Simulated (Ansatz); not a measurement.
Steps of a relaxation of C₄H₇N (`C=CC(C)=N`) with RKS PBE-D4/def2-SVP.

```sh
$ ansatz run in.yaml --threads 4 --pin off --events-out ev --progress --plain --max-ram 10444MiB
```

```yaml
crystal:
  periodic: [false, false, false]
  atoms:
    - {symbol: C, position_ang: [-1.820400, 0.332400, -0.483100]}
    - {symbol: C, position_ang: [-0.924900, -0.287900, 0.177300]}
    - {symbol: C, position_ang: [0.443600, 0.215400, 0.187600]}
    - {symbol: C, position_ang: [1.653400, -0.789000, 0.043200]}
    - {symbol: N, position_ang: [0.792600, 1.448000, 0.359600]}
    - {symbol: H, position_ang: [-2.886600, 0.016700, -0.529700]}
    - {symbol: H, position_ang: [-1.631200, 1.294800, -1.036200]}
    - {symbol: H, position_ang: [-1.087400, -1.201900, 0.682200]}
    - {symbol: H, position_ang: [2.144900, -0.849600, 1.025100]}
    - {symbol: H, position_ang: [2.257000, -0.481000, -0.729600]}
    - {symbol: H, position_ang: [1.169400, -1.786300, -0.179700]}
    - {symbol: H, position_ang: [-0.033300, 2.033100, 0.517400]}
basis:
  gaussian: {orbitals: def2-SVP}
hamiltonian: {xc: pbe, dispersion: d4}
relax: {f_tol: 0.03, max_steps: 200}
```

Positions (Å) and forces (eV/Å) along the path, 10 of 12 steps:

```xyz
12
step=1 energy=-5738.9403 eV
C    -1.820    0.332   -0.483   -4.516    2.897   -2.769
C    -0.925   -0.288    0.177    3.383   -0.963    1.314
C     0.444    0.215    0.188    2.661    0.398    0.461
C     1.653   -0.789    0.043   -4.414   -1.176    2.144
N     0.793    1.448    0.360    0.234   -0.408   -0.193
H    -2.887    0.017   -0.530    0.324   -0.072    0.051
H    -1.631    1.295   -1.036    0.113   -0.639    0.317
H    -1.087   -1.202    0.682   -0.463   -1.581    0.778
H     2.145   -0.850    1.025    0.379    0.018    0.022
H     2.257   -0.481   -0.730    2.040    0.905   -2.169
H     1.169   -1.786   -0.180    0.751    0.352    0.016
H    -0.033    2.033    0.517   -0.494    0.268    0.029
12
step=2 energy=-5739.4080 eV
C    -1.874    0.379   -0.464   -1.111    0.328   -0.826
C    -0.911   -0.282    0.178    0.641    0.228    0.206
C     0.475    0.231    0.230    0.970   -0.248   -0.161
C     1.617   -0.807    0.060   -1.525   -0.162    0.650
N     0.816    1.467    0.374    0.046   -0.137   -0.128
H    -2.916    0.011   -0.539    0.186   -0.029    0.150
H    -1.672    1.295   -1.058    0.091   -0.135    0.291
H    -1.083   -1.236    0.678   -0.247   -0.414    0.142
H     2.147   -0.886    1.026    0.294    0.024   -0.023
H     2.276   -0.460   -0.728    0.628    0.221   -0.406
H     1.231   -1.826   -0.195    0.099    0.377    0.023
H    -0.029    2.058    0.473   -0.073   -0.051    0.081
12
step=3 energy=-5739.4520 eV
C    -1.906    0.363   -0.506    0.032    0.416    0.473
C    -0.899   -0.279    0.136   -0.217    0.160   -0.265
C     0.500    0.237    0.176    0.120   -0.336    0.177
C     1.608   -0.813    0.092   -0.067    0.210   -0.259
N     0.839    1.472    0.301   -0.084    0.147    0.116
H    -2.948   -0.006   -0.503    0.171   -0.106   -0.050
H    -1.756    1.380   -0.946    0.073   -0.525   -0.007
H    -1.067   -1.265    0.615   -0.063    0.079   -0.172
H     2.135   -0.886    1.066    0.028    0.047   -0.021
H     2.347   -0.486   -0.675   -0.060   -0.095    0.213
H     1.237   -1.824   -0.172   -0.034    0.084   -0.027
H    -0.012    2.052    0.450    0.102   -0.081   -0.178
12
step=4 energy=-5739.4607 eV
C    -1.940    0.416   -0.408   -0.191   -0.129   -0.279
C    -0.871   -0.243    0.069    0.210   -0.029    0.180
C     0.529    0.259    0.152    0.232   -0.067    0.048
C     1.601   -0.812    0.121    0.127    0.002    0.015
N     0.884    1.495    0.288    0.021   -0.544   -0.154
H    -2.916   -0.091   -0.406   -0.102    0.139   -0.040
H    -1.874    1.399   -0.896    0.020    0.179    0.104
H    -1.031   -1.276    0.418    0.049   -0.093    0.114
H     2.070   -0.912    1.125   -0.057   -0.015   -0.066
H     2.408   -0.530   -0.582    0.020    0.068    0.011
H     1.201   -1.798   -0.180    0.003   -0.057    0.010
H     0.016    2.038    0.332   -0.333    0.545    0.056
12
step=5 energy=-5739.4987 eV
C    -1.941    0.405   -0.409    0.065    0.020   -0.006
C    -0.884   -0.263    0.094   -0.041   -0.139   -0.023
C     0.519    0.233    0.137    0.104    0.373    0.181
C     1.614   -0.816    0.117    0.092    0.063   -0.120
N     0.861    1.478    0.237   -0.205   -0.172   -0.152
H    -2.943   -0.049   -0.406   -0.050    0.041   -0.003
H    -1.842    1.409   -0.858    0.020   -0.040    0.024
H    -1.047   -1.287    0.479    0.023    0.004   -0.010
H     2.026   -0.961    1.138   -0.064   -0.029    0.006
H     2.457   -0.477   -0.520   -0.087    0.033    0.074
H     1.256   -1.793   -0.258   -0.015   -0.051    0.009
H     0.002    2.065    0.284    0.158   -0.102    0.020
12
step=6 energy=-5739.5047 eV
C    -1.941    0.401   -0.363    0.040   -0.013   -0.018
C    -0.878   -0.286    0.102    0.050    0.133    0.274
C     0.525    0.240    0.133   -0.080   -0.066   -0.568
C     1.615   -0.812    0.130    0.137    0.087   -0.092
N     0.859    1.488    0.089   -0.092   -0.224    0.376
H    -2.961   -0.011   -0.309    0.017   -0.052   -0.108
H    -1.829    1.396   -0.830   -0.002    0.025    0.116
H    -1.029   -1.320    0.465    0.023    0.074    0.079
H     1.877   -1.082    1.178   -0.041   -0.062   -0.072
H     2.527   -0.399   -0.349   -0.072   -0.011    0.114
H     1.310   -1.737   -0.404    0.007    0.065    0.092
H     0.003    2.066    0.192    0.015    0.044   -0.193
12
step=7 energy=-5739.5279 eV
C    -1.945    0.405   -0.343    0.002   -0.067    0.000
C    -0.878   -0.286    0.109    0.011    0.084    0.058
C     0.525    0.234    0.106    0.005    0.169   -0.133
C     1.618   -0.813    0.127    0.202   -0.014   -0.003
N     0.860    1.484    0.078   -0.169   -0.254    0.073
H    -2.960   -0.023   -0.326    0.043    0.017   -0.002
H    -1.836    1.418   -0.767   -0.009   -0.009    0.021
H    -1.025   -1.319    0.473    0.030    0.038    0.006
H     1.836   -1.104    1.187   -0.072   -0.005   -0.272
H     2.551   -0.384   -0.307   -0.226   -0.114    0.155
H     1.330   -1.736   -0.431    0.075    0.200    0.144
H     0.001    2.069    0.127    0.110   -0.045   -0.045
12
step=8 energy=-5739.5392 eV
C    -1.965    0.388   -0.332   -0.075   -0.043    0.061
C    -0.884   -0.274    0.126    0.074   -0.030    0.073
C     0.520    0.236    0.085    0.131   -0.014    0.053
C     1.613   -0.809    0.128    0.018   -0.223    0.051
N     0.892    1.469    0.034    0.160   -0.118   -0.046
H    -2.979   -0.045   -0.276    0.124    0.037   -0.005
H    -1.875    1.390   -0.781    0.004    0.044   -0.047
H    -1.009   -1.290    0.544   -0.017    0.035   -0.044
H     1.720   -1.229    1.162   -0.071    0.097   -0.274
H     2.567   -0.322   -0.158   -0.043   -0.111    0.063
H     1.400   -1.665   -0.555    0.048    0.141    0.119
H     0.078    2.096    0.057   -0.353    0.183   -0.003
12
step=10 energy=-5739.5487 eV rejected
C    -1.954    0.389   -0.298   -0.182    0.086   -0.072
C    -0.874   -0.262    0.165    0.290   -0.085    0.039
C     0.529    0.247    0.071    0.369   -0.207    0.204
C     1.629   -0.815    0.138   -0.545    0.375   -0.100
N     0.876    1.482   -0.056   -0.047   -0.072    0.066
H    -2.965   -0.037   -0.213   -0.007    0.004    0.011
H    -1.866    1.370   -0.794   -0.002    0.007   -0.004
H    -0.996   -1.263    0.613   -0.020   -0.024    0.015
H     1.593   -1.382    1.093   -0.071    0.025   -0.016
H     2.613   -0.326    0.040    0.056   -0.013   -0.061
H     1.464   -1.538   -0.685    0.161   -0.126   -0.014
H     0.028    2.080   -0.041   -0.003    0.030   -0.066
12
step=12 energy=-5739.5608 eV
C    -1.954    0.391   -0.291    0.005   -0.005    0.000
C    -0.864   -0.264    0.153   -0.017   -0.005   -0.004
C     0.537    0.246    0.066   -0.002    0.010    0.026
C     1.617   -0.807    0.134    0.015    0.000   -0.004
N     0.880    1.484   -0.051   -0.004   -0.013   -0.012
H    -2.962   -0.042   -0.201   -0.005    0.007   -0.001
H    -1.878    1.381   -0.773    0.003   -0.002    0.002
H    -0.989   -1.272    0.589    0.011    0.002   -0.003
H     1.562   -1.361    1.096    0.000    0.008   -0.020
H     2.611   -0.333    0.041   -0.019   -0.010    0.002
H     1.487   -1.559   -0.674    0.007    0.007    0.014
H     0.031    2.081   -0.054    0.006    0.002    0.001
```

Run time 7 s (4 threads of an Intel Xeon 6975P-C on a shared host); peak host memory 0.16 GiB.
